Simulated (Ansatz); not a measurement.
Reaction (SMILES): F[C]Cl (closed-shell singlet) + 3 [H][H] (H2) → C (CH4) + Cl (HCl) + F (HF)
B3LYP-D3(BJ)/def2-TZVP geometries, fixed; electronic energies without zero-point terms.

Basis-set convergence of the energy of full hydrogenation at MP2 with Ansatz (an electronic-structure program). Cartesian d functions, on some or all atoms, in 6-311G**; all else is spherical. Cores are frozen. A restricted Hartree-Fock determinant is unstable towards unrestricted orbitals. No added dispersion term, no relativity. Functions are those of the species that has most. Reference: Hartree-Fock in aug-cc-pV(Q+d)Z plus the correlation part extrapolated as X^-3 from aug-cc-pV(T+d)Z and aug-cc-pV(Q+d)Z, -131.91 kcal/mol, itself unsure by roughly 0.13 kcal/mol (a third of the extrapolation step and of the last Hartree-Fock step). Deviations are taken from unrounded values.

| basis | functions | energy of full hydrogenation (kcal/mol) | minus reference (kcal/mol) |
|---|---|---|---|
| def2-SVP | 46 | -131.69 | 0.22 |
| 6-311G** | 63 | -130.03 | 1.88 |
| cc-pV(T+d)Z | 99 | -130.29 | 1.61 |
| def2-TZVP | 99 | -125.89 | 6.02 |
| aug-cc-pV(T+d)Z | 147 | -131.91 | -0.01 |
| def2-QZVPP | 184 | -132.14 | -0.24 |
| aug-cc-pV(Q+d)Z | 264 | -131.80 | 0.11 |
| aug-pcseg-3 | 281 | -132.33 | -0.42 |
| pcseg-4 | 345 | -132.18 | -0.28 |

The smallest set listed that lies within 4 kcal/mol of the reference with all its larger relatives (same family, alike in diffuse functions; a set with none counts only in the reference's own line) is cc-pV(T+d)Z (99 functions, 1.61 kcal/mol off). Inside the window by cancellation, since a larger relative falls out: def2-SVP. Inside, with no larger relative to test it: 6-311G**, def2-QZVPP, aug-pcseg-3, pcseg-4. (Relatives not listed, tested too: def2-TZVPP 0.48, cc-pV(Q+d)Z 0.32, def2-QZVP -0.24, cc-pV(5+d)Z 0.25 kcal/mol.)
